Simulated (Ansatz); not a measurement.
`P[SiH2]Cl` + CH₃SH → `CSP` + `[SiH3]Cl` at 400 K and 1 bar (cleavage of the P–Si bond).

Calculated with Ansatz (gas phase, PBE0-D4/def2-TZVP geometries, no zero-point term in ΔE). CCSD(T)/CBS adds triple-zeta CCSD(T) − MP2 to the extrapolated MP2 energy (def2 sets, frozen cores). This one scheme is used for every species. Each species was taken in one conformer, which may not be the lowest.

```json
{"species": "`P[SiH2]Cl`", "CCSD(T)/CBS energy (Eh)": "-1092.24436", "H − E (kJ/mol)": "121.1", "S (J/(mol·K))": "339.6"}
{"species": "CH₃SH", "CCSD(T)/CBS energy (Eh)": "-438.22835", "H − E (kJ/mol)": "138.7", "S (J/(mol·K))": "269.4"}
{"species": "`CSP`", "CCSD(T)/CBS energy (Eh)": "-779.77158", "H − E (kJ/mol)": "173.7", "S (J/(mol·K))": "334.2"}
{"species": "`[SiH3]Cl`", "CCSD(T)/CBS energy (Eh)": "-750.69636", "H − E (kJ/mol)": "85.8", "S (J/(mol·K))": "267.3"}
```

H − E and S are ideal-gas, rigid-rotor, harmonic terms from PBE0-D4/def2-TZVP, for one conformer and one mirror image of each species. 1 Eh = 2625.50 kJ/mol, R = 8.31446 J/(mol·K).

Q: By hand: ΔE, ΔH, ΔS and ΔG.

A: ΔE = (-779.77158) + (-750.69636) − (-1092.24436) − (-438.22835) = 0.00477 Eh = 12.5 kJ/mol. Δ(H − E) = 173.7 + 85.8 − 121.1 − 138.7 = -0.3, so ΔH = 12.2 kJ/mol. ΔS = 334.2 + 267.3 − 339.6 − 269.4 = -7.5 J/(mol·K). ΔG = 12.2 − 400 × (-7.5)/1000 = 15.2 kJ/mol.

Q: By hand: the equilibrium constant, and the temperature at which ΔG would vanish if ΔH and ΔS stayed fixed.

A: log₁₀ K = −ΔG/(RT ln 10) = -2.0. ΔH and −TΔS have one sign here, so there is no such temperature.

The number of gas molecules stays the same, so ΔS is small and ΔH decides. A doubt of 5 kJ/mol in ΔE shifts log₁₀ K by 0.7 here. Other conformers and mirror images would add mixing entropy, several J/(mol·K) or more a flexible species. These are equilibria of isolated gas molecules and say nothing of rates. Largest T1 diagnostic: 0.012 (customary marks: 0.02 for closed shells, 0.045 for open ones).

ΔS is within the doubt of such terms, so its sign, and with it that verdict, could turn.
